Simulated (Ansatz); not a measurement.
# How close CCSD(T) comes to the exact answer in a basis

Each species is computed at the geometry given (Å), with frozen cores, in Ansatz 0.2.0: RHF-CCSD(T) for singlets, UHF-CCSD(T) otherwise, and full CI in the same basis. The program picks the determinant by trial CCSD, so it needn't be the lowest Hartree–Fock solution. States: NaC⁺ Π, BeLi⁻ Σ⁺ or Δ, HCP Σ⁺ or Δ. Cases whose determinant has another symmetry than full CI's state, or whose (Q) step broke down, weren't drawn.

Judging by size, spin and bonding, rank them by the size of CCSD(T)'s error in total energy against full CI in the same basis, smallest first (an estimate).
A. NaC⁺, triplet, aug-cc-pVDZ: C 0.000 0.000 0.000; Na 0.000 0.000 2.281
B. BeLi⁻, triplet, aug-cc-pVTZ: Li 0.000 0.000 0.000; Be 0.000 0.000 2.936
C. HCP, singlet, 6-31G: C 0.000 0.000 0.135; P 0.000 0.000 -1.221; H 0.000 0.000 1.086

A (9.7 meV), B (24.3 meV), C (31.2 meV).

```json
{"species": "NaC⁺, triplet", "basis": "aug-cc-pVDZ", "correlated electrons": "4", "CCSD(T) − full CI (meV)": "9.7", "CCSDT(Q) − full CI (meV)": "-1.3", "unpaired electrons (full CI)": "2.03", "T1": "0.012", "⟨S²⟩ of the determinant": "2.01"}
{"species": "BeLi⁻, triplet", "basis": "aug-cc-pVTZ", "correlated electrons": "4", "CCSD(T) − full CI (meV)": "24.3", "CCSDT(Q) − full CI (meV)": "0.3", "unpaired electrons (full CI)": "2.11", "T1": "0.034", "⟨S²⟩ of the determinant": "2.03"}
{"species": "HCP, singlet", "basis": "6-31G", "correlated electrons": "10", "CCSD(T) − full CI (meV)": "31.2", "CCSDT(Q) − full CI (meV)": "0.7", "unpaired electrons (full CI)": "0.09", "T1": "0.011", "⟨S²⟩ of the determinant": "0.00"}
```

Unpaired electrons are Σ n²(2−n)² over natural occupations; an open shell counts its own unpaired electrons too. Frozen cores follow each run's orbitals, which moves totals by a few meV.
